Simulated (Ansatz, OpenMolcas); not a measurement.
C3H6O (allyl alcohol): methods side by side

C3H6O: 10 atoms, total charge 0, spin state singlet. As SMILES, `C=CCO`. The shape is that of a PBE0-D4/def2-TZVP optimisation. This is one conformer, not always the lowest.

```xyz
10

C    -1.0944    0.9475    0.5662
C     0.1418    0.4971    0.4042
C     0.4752   -0.8698   -0.0928
O     1.2889   -0.8327   -1.2502
H    -1.9546    0.3202    0.3508
H    -1.2955    1.9497    0.9267
H     0.9919    1.1418    0.6174
H    -0.4479   -1.4392   -0.2676
H     1.0603   -1.4132    0.6550
H     0.8341   -0.3015   -1.9096
```

Each level gives the atomisation enthalpy at 298 K (kJ/mol). The values are calculated. The thermal term (zero-point and 298 K enthalpy, harmonic and unscaled) is that of PBE0-D4/def2-TZVP; the spin-orbit lowering of the free atoms at 298 K, 0.5 kJ/mol by their spectra, is taken off.

```json
{"level": "HF/cc-pVDZ", "kind": "Hartree–Fock", "program": "OpenMolcas", "value (kJ/mol)": "2687", "CPU time (all runs)": "16 s"}
{"level": "SVWN5/cc-pVDZ", "kind": "LDA", "program": "OpenMolcas", "value (kJ/mol)": "4360", "CPU time (all runs)": "60 s"}
{"level": "PBE/cc-pVDZ", "kind": "GGA", "program": "OpenMolcas", "value (kJ/mol)": "3857", "CPU time (all runs)": "86 s"}
{"level": "M06-L/cc-pVDZ", "kind": "meta-GGA", "program": "OpenMolcas", "value (kJ/mol)": "3754", "CPU time (all runs)": "1.9 min"}
{"level": "r2SCAN/cc-pVDZ", "kind": "meta-GGA", "program": "OpenMolcas", "value (kJ/mol)": "3771", "CPU time (all runs)": "2.1 min"}
{"level": "B3LYP/cc-pVDZ", "kind": "global hybrid", "program": "OpenMolcas", "value (kJ/mol)": "?", "CPU time (all runs)": "82 s"}
{"level": "M06-2X/cc-pVDZ", "kind": "hybrid meta-GGA", "program": "OpenMolcas", "value (kJ/mol)": "3765", "CPU time (all runs)": "1.7 min"}
{"level": "PBE0/cc-pVDZ", "kind": "global hybrid", "program": "OpenMolcas", "value (kJ/mol)": "?", "CPU time (all runs)": "80 s"}
```

Problem. Estimate the missing values from the other rows.

Solution. As computed at these levels: B3LYP/cc-pVDZ: 3741 kJ/mol; PBE0/cc-pVDZ: 3777 kJ/mol. Measured: 3832 kJ/mol (CRC Handbook of Chemistry and Physics). Nearest: PBE/cc-pVDZ (+25 kJ/mol); farthest: HF/cc-pVDZ (-1145 kJ/mol). Computed less measured by kind, in kJ/mol (cc-pVDZ rows): Hartree–Fock -1145; LDA +528; GGA +25; meta-GGA -78 to -61; global hybrid -91 to -55. Times are those of the runs behind each value, whatever else they computed, on shared processors of several kinds: orders of magnitude only.
